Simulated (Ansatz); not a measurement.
# H2N2Si: the cost of one run

Program: Ansatz 0.2.0. Level of theory: UKS PBE/6-31G*. These are calculated values, not measurements.

## (1) The system as given

Bond lengths: N1–Si2 1.556 Å, Si2–N3 1.688 Å, N3–H4 1.010 Å, N3–H5 1.010 Å. Angles: N1–Si2–N3 179.8°, Si2–N3–H4 123.3°, Si2–N3–H5 123.4°, H4–N3–H5 113.3°.

Structure file:

```xyz
5

N    -1.2336   -1.7661    1.2281
Si   -0.4600   -0.6577    0.4566
N     0.3773    0.5480   -0.3758
H     1.2556    0.9331   -0.0591
H     0.0607    0.9427   -1.2498
```

## (2) End point A

The input, input.yaml:

```yaml
crystal:
  periodic: [false, false, false]
  atoms:
    - { symbol: "N", position_ang: [-1.23363, -1.7661, 1.22814] }
    - { symbol: Si, position_ang: [-0.46, -0.65774, 0.45658] }
    - { symbol: "N", position_ang: [0.37727, 0.54803, -0.37578] }
    - { symbol: H, position_ang: [1.25564, 0.93309, -0.05913] }
    - { symbol: H, position_ang: [0.06072, 0.94273, -1.24981] }
magnetization:
  spin_polarized: true
basis:
  gaussian: { orbitals: "6-31G*" }
hamiltonian:
  xc: pbe
relax:
  f_tol: 0.02
  max_steps: 50
output:
  orbitals: {}
```

On the command line:

```console
ansatz run input.yaml --threads 1 --pin off --max-ram 2048MiB --backend cpu --events-out ev --progress --plain --runs-dir out
```

**Question.** How long does this run take on 1 thread of an Arm CPU, shared host, and how much memory does it need?

About 23 s, with a peak of 0.1 GiB.
